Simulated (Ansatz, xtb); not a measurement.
# C4H6ClF: 5 structures ranked

5 gas-phase structures of C4H6ClF, from a drawn sample of its isomers (lower ones may exist). Each was relaxed with GFN2-xTB; where two conformers were screened, the lower at r2SCAN-D4/def2-SVP is listed:

A. `F[C@H]1C[C@@H](Cl)C1`, a singlet
B. `F[C@@H]1CC[C@@H]1Cl`, a singlet
C. `F[C@H]1C[C@H](Cl)C1`, a singlet
D. `FC1(Cl)CCC1`, a singlet
E. `F[C@@H]1CC[C@H]1Cl`, a singlet

**Question.** Make a reasoned guess at their ranking by r2SCAN-D4/def2-SVP single-point energy.

**Answer.** Calculated order at r2SCAN-D4/def2-SVP: D (0.000), A (0.118), E (0.122), C (0.190), B (0.218) eV. Less than 1 kcal/mol parts A and E; C and B, so the order within those pairs means little.

Energies above the lowest of each column, in eV; the last columns are at B3LYP-D3(BJ)/def2-SVP geometries:

| structure | GFN2-xTB | HF/STO-3G | r2SCAN-D4/def2-SVP | B3LYP-D3(BJ)/def2-SVP | CCSD(T)/def2-SVP + ΔMP2/def2-TZVPP |
| --- | --- | --- | --- | --- | --- |
| D | 0.000 | 0.000 | 0.000 | 0.000 | 0.000 |
| A | 0.064 | 0.135 | 0.118 | 0.095 | 0.070 |
| E | 0.061 | 0.142 | 0.122 | 0.076 | 0.046 |
| C | 0.061 | 0.180 | 0.190 | 0.121 | 0.094 |
| B | 0.210 | 0.226 | 0.218 | 0.190 | 0.164 |

Every level run on D puts it lowest or level with the lowest. CCSD(T)/def2-SVP + ΔMP2/def2-TZVPP orders those it was run on as D (0.000), E (0.046), A (0.070), C (0.094), B (0.164) eV. Less than 1 kcal/mol parts E and A; A and C, so the order within those pairs means little. ΔMP2 is the change of the MP2 energy from the smaller to the larger basis.

Over these structures GFN2-xTB departs from r2SCAN-D4/def2-SVP by 0.037 eV on average once a common shift is removed. A GFN2-xTB relaxation took about 0.1 s and the r2SCAN-D4/def2-SVP energy about 2.4 s on a shared host (Ansatz 0.2.0, xtb 6.7.1).
